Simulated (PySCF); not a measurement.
Molfile (atoms numbered from 1):
```
C4H6S
     RDKit          3D

 11 11  0  0  0  0  0  0  0  0999 V2000
   -0.4283    0.6883   -0.6948 C   0  0  0  0  0  0  0  0  0  0  0  0
    0.7213    0.7920   -0.0461 C   0  0  0  0  0  0  0  0  0  0  0  0
    1.0840   -0.3272    0.8712 C   0  0  0  0  0  0  0  0  0  0  0  0
   -0.2855   -1.5204    0.7565 S   0  0  0  0  0  0  0  0  0  0  0  0
   -1.2400   -0.5376   -0.4415 C   0  0  0  0  0  0  0  0  0  0  0  0
   -0.7919    1.4442   -1.3829 H   0  0  0  0  0  0  0  0  0  0  0  0
    1.3877    1.6415   -0.1518 H   0  0  0  0  0  0  0  0  0  0  0  0
    1.1976    0.0173    1.9034 H   0  0  0  0  0  0  0  0  0  0  0  0
    2.0226   -0.8057    0.5765 H   0  0  0  0  0  0  0  0  0  0  0  0
   -2.2237   -0.2934   -0.0295 H   0  0  0  0  0  0  0  0  0  0  0  0
   -1.3986   -1.1152   -1.3570 H   0  0  0  0  0  0  0  0  0  0  0  0
  1  2  2  0
  2  3  1  0
  3  4  1  0
  4  5  1  0
  5  1  1  0
  1  6  1  0
  2  7  1  0
  3  8  1  0
  3  9  1  0
  5 10  1  0
  5 11  1  0
M  END
```

PySCF 2.14.0 with density-fitted response routines calculation with geometry: PBE0-D3(BJ)/def2-TZVP and PBE0/pcSseg-2 with gauge-including orbitals; one averaged value for each set of equivalent atoms, no relativistic terms, one conformer, gas phase.

Shifts are taken against calculated references (same method and geometry level): $^{13}$C (σref 186.03) and $^{1}$H (σref 31.52) vs TMS; $^{33}$S (σref 512.98) against CS2.

```tsv
atoms	nucleus	count	Hirshfeld charge	δ (ppm)
C3/C5	$^{13}$C	2	-0.09	46.7
H6/H7	$^{1}$H	2	0.06	?
C1/C2	$^{13}$C	2	-0.05	?
H8/H9/H10/H11	$^{1}$H	4	0.05	4.00
S4	$^{33}$S	1	-0.01	-28
```

Question: Fill in the missing shifts.

Answer: 
- C1/C2: 140.8 ppm, alkene CH; the olefinic region
- H6/H7: 6.15 ppm, hydrogen on an alkene CH; olefinic region

Shifts are as computed. Against solution values, carbons near 30 ppm lie about +3 ppm off and those near 130 ppm about +9 ppm; carbons on S a further +4 ppm. Of 1211 compounds with measured shifts, 218 miss one by over three times the rms of a fit or turn the order of signals round; such compounds aren't used in these exercises.
